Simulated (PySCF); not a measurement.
Calculation: PBE-D3(BJ)/def2-TZVP // B3LYP-D3(BJ)/def2-TZVP in PySCF. All species are isolated molecules in the gas phase. One relaxed conformer stands for a flexible species; it need not be the lowest. Delta-SCF ions had no search for a lower state. 

Reference species (SMILES): `S` (neutral, multiplicity 1).

- vertical ionisation energy (Delta-SCF): 10.35 eV
- HOMO: -6.19 eV

Changed species: `SB` (X = boryl; the reference has X = H).

Q: Predict the effect on the vertical ionisation energy (Delta-SCF) and HOMO.

A: the vertical ionisation energy (Delta-SCF) rises by 0.66 eV, to 11.01 eV; the HOMO decreases by 1.13 eV, to -7.32 eV.
